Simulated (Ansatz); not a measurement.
# C₂HClS: how energies converge with the basis set

Aim: see how fast density functionals converge with the basis set for C₂HClS.

The runs use Ansatz 0.2.0, Gaussian basis; one geometry, several basis sets.

The runs, in order: PBE0-D4/def2-SVP; ωB97M-V/def2-SVP; PBE0-D4/def2-QZVPP; ωB97M-V/def2-QZVPP; the functionals' def2-TZVPP values are taken from earlier runs.

## 1. Structure used throughout

The geometry comes from an earlier relaxation with PBE0-D4 in a triple-zeta def2 set; it is a stationary point.

SMILES `S=C=CCl`, 5 atoms, charge 0, spin multiplicity 1.

Atoms are counted from 1 here; the program's logs count them from 0.

Bond lengths: S1–C2 1.547 Å, C2–C3 1.308 Å, C3–Cl4 1.720 Å, C3–H5 1.082 Å. Angles: S1–C2–C3 179.8°, C2–C3–Cl4 121.4°, C2–C3–H5 121.9°, Cl4–C3–H5 116.7°.

## 2. PBE0-D4 in def2-SVP

in.yaml reads:

```yaml
crystal:
  periodic: [false, false, false]
  atoms:
    - {symbol: S, position_ang: [-1.120647, -1.526288, 1.338368]}
    - {symbol: C, position_ang: [-0.306142, -0.540417, 0.468184]}
    - {symbol: C, position_ang: [0.387459, 0.291477, -0.265290]}
    - {symbol: Cl, position_ang: [-0.376678, 1.355789, -1.379220]}
    - {symbol: H, position_ang: [1.466009, 0.345841, -0.203441]}
basis:
  gaussian: {orbitals: def2-SVP}
hamiltonian: {xc: pbe0, dispersion: d4}
output: {orbitals: {seedname: orbitals}}
```

Command:

```sh
> ansatz run in.yaml --threads 2 --pin off --events-out ev --progress --plain --max-ram 4352MiB
```

The runs that follow: ωB97M-V in def2-SVP; PBE0-D4 in def2-QZVPP; ωB97M-V in def2-QZVPP.

**Question.** What will the summary of the whole plan be? Wanted: PBE0-D4: double and triple zeta above quadruple; ωB97M-V: double and triple zeta above quadruple.

**Answer**, as computed:

| quantity | value |
| --- | --- |
| PBE0-D4: double and triple zeta above quadruple | 11.26, 0.80 eV |
| ωB97M-V: double and triple zeta above quadruple | 11.21, 0.75 eV |

What this shows: For PBE0-D4 the step from double to triple zeta gains 10.46 eV and the next only 0.80 eV. These are total energies; as a rule much of such shifts cancels in differences, which this series doesn't test.
